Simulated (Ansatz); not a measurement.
Relaxation of B2H2O (5 atoms, charge 0, multiplicity 1), to a largest force component of 0.02 eV/Å in at most 50 steps.

Theory: RKS CAM-B3LYP/def2-SVP in Ansatz 0.2.0.

```xyz
5
Properties=species:S:1:pos:R:3
B -0.366 0.384 -0.370
B 0.557 -0.586 0.569
O 1.233 -1.294 1.251
H -0.935 -0.028 -1.305
H -0.490 1.524 -0.145
```

Q: Where does it end, and by what steps?

A: The forces met the threshold. After 2 steps the energy has fallen by 0.051 eV; H4 moved furthest, 0.04 Å.

```json
{"step": "0", "energy less start (eV)": "0.0000", "largest force component (eV/Å)": "0.816", "accepted": "yes"}
{"step": "1", "energy less start (eV)": "-0.0472", "largest force component (eV/Å)": "0.199", "accepted": "yes"}
{"step": "2", "energy less start (eV)": "-0.0513", "largest force component (eV/Å)": "0.018", "accepted": "yes"}
```

```xyz
5
Properties=species:S:1:pos:R:3
B -0.380 0.396 -0.383
B 0.569 -0.598 0.580
O 1.249 -1.310 1.267
H -0.952 -0.053 -1.338
H -0.486 1.565 -0.127
```

Time of the run: 3.1 s on 1 thread of Intel(R) Xeon(R) Platinum 8488C (Sapphire Rapids) (shared host), peak memory 0.13 GiB.
